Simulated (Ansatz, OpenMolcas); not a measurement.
The same job for OpenMolcas

This Ansatz 0.2.0 job computes doublet [SiH2O2]+:

job.yaml:
```yaml
crystal:
  periodic: [false, false, false]
  atoms:
    - symbol: O
      position_ang: [-1.443200, -0.105600, -0.275000]
    - symbol: Si
      position_ang: [-0.212000, -0.791300, 0.567700]
    - symbol: O
      position_ang: [1.036000, 0.187500, 0.068600]
    - symbol: H
      position_ang: [-1.231900, 0.648900, -0.836100]
    - symbol: H
      position_ang: [1.901100, -0.013100, 0.433400]
basis:
  gaussian: {orbitals: aug-cc-pVDZ}
total_charge: 1
magnetization: {spin_polarized: true, initial_magnetization: 1}
hamiltonian: {xc: {name: SVWN5}}
accuracy: high
output: {orbitals: {seedname: orbitals}}
```

```bash
$ ansatz run job.yaml --threads 1 --pin off --max-ram 3480MiB --events-out events.jsonl --progress --plain --runs-dir runs
```

The coordinates come from a PBE0-D4/def2-TZVP relaxation. This is one conformer, not always the lowest. That shape belongs to the parent species and isn't relaxed for this state.

It gives a total energy of -438.639430 Eh.

**Question.** Translate the job to OpenMolcas 26.06 as an input file of the program's own.

**Answer.** One way, which was run:

calc.input:
```
* H2O2Si Kohn-Sham DFT

&GATEWAY
 BasLib=$CurrDir
 Coord
 5
 angstrom
 O       -1.443200      -0.105600      -0.275000
 Si      -0.212000      -0.791300       0.567700
 O        1.036000       0.187500       0.068600
 H       -1.231900       0.648900      -0.836100
 H        1.901100      -0.013100       0.433400
 Basis=aug-cc-pVDZ
 Group=NoSym

&SEWARD
 GridInput
 Grid=UltraFine
 End of Grid

&SCF
 UHF
 Charge=1
 Spin=2
 KSDFT=SVWN5
 Thresholds=1e-10 1e-07 1e-07 1e-05
 PrOrbitals=1 2
```

```bash
$ export MOLCAS_MEM=1860
$ pymolcas calc.input > calc.log
```

(Basis files named in the input come from the Basis Set Exchange and aren't shown.)

Its energy is -438.639431 Eh, the same as the first but for the last digit, at most.
